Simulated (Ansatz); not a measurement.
Species: CHCl₂, net charge 0, doublet state. It need not be the lowest isomer of its formula. SMILES: Cl[CH]Cl
Geometry: optimised at B3LYP-D3(BJ)/def2-TZVP (Ansatz, a first-principles code).

Computed values are from Ansatz. Correlated levels leave the core frozen unless marked. UHF or UKS for open shells. No spin-orbit coupling. No relativistic terms. CBS(X,Y): correlation extrapolated as X^-3; Hartree-Fock from the larger set. The bracket is a focal-point correction in the basis named.

### Question
What is the total energy at RI-MP2/CBS(aug-cc-pV(T+d)Z,aug-cc-pV(Q+d)Z)+[CCSD(T)-MP2]/aug-cc-pV(T+d)Z?

### Answer
-958.1323 Eh.

### Question
What is the dipole moment at CCSD(T)/aug-cc-pV(D+d)Z?

### Answer
0.92 D.

### Question
What is the T1 diagnostic at CCSD/aug-cc-pV(T+d)Z?

### Answer
0.016.

### Question
What is the atomisation energy De at RI-MP2/CBS(aug-cc-pV(T+d)Z,aug-cc-pV(Q+d)Z)+[CCSD(T)-MP2]/aug-cc-pV(T+d)Z?

### Answer
267.7 kcal/mol.
